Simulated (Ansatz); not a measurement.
## Sodium, bcc: convergence with cold smearing

Computed with Ansatz, LDA, scalar-relativistic PAW, on the relaxed cell (a = 4.057 Å; spin not included). Errors count from a run at 420 eV on a Γ-centred 18×18×18 mesh with Fermi-Dirac smearing of 0.1 eV, extrapolated to zero width. Fixed here: cutoff 420 eV, mesh 11×11×11. The SCF starts from atomic densities corrected by a trained network.

```
width (eV)  E(σ→0) error (meV/atom)  F error (meV/atom)  P (GPa)  SCF iterations
      0.01                     -2.2                -2.2    -0.04               4
      0.03                     -2.2                -2.3    -0.04               4
       0.1                     -2.5                -2.5    -0.04               4
       0.2                     -2.6                -2.6    -0.04               5
       0.3                     -2.7                -2.5    -0.04               5
       0.6                     -1.0                -2.3    -0.03               5
       1.0                      0.4                -9.6     0.01               5
```
